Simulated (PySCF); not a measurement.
## Proton affinity of hydrogen peroxide, site by site

Parent: hydrogen peroxide, `OO` (H2O2). Numbering: `[OH:1][OH:2]`

These are calculated values, ωB97X-D3(BJ)/def2-TZVP in PySCF (grid level 2) at geometries from PBE0-D3(BJ)/def2-SVP. ωB97X-D3(BJ) is ωB97X-V with D3(BJ) in place of VV10. Thermal corrections: PBE0-D3(BJ)/def2-SVP frequencies, unscaled, ideal gas at 298.15 K and 1 bar, quasi-RRHO entropy.

```
                site  product  PA / kJ/mol  GB / kJ/mol
O1 (hydroxyl oxygen)  O[OH2+]          675          645
```

PA is −ΔH and GB is −ΔG of B + H⁺ → BH⁺ in the gas phase.

Against the Active Thermochemical Tables (version 1.112): O1 666 (computed 675, error 9) kJ/mol.

Measured values (NIST Chemistry WebBook, evaluated or the median of agreeing entries): proton affinity (−ΔH) 674 kJ/mol (computed 675, difference 1); gas-phase basicity (−ΔG) 644 kJ/mol (computed 645, difference 2).

Structures, frequencies and single points took 21 s of wall time on 1 thread of Arm Neoverse V2 (shared host), launched as `OMP_NUM_THREADS=1 python redox_run.py task.json out`.

Differences come from unrounded values, so a last digit can differ from that of the printed terms.
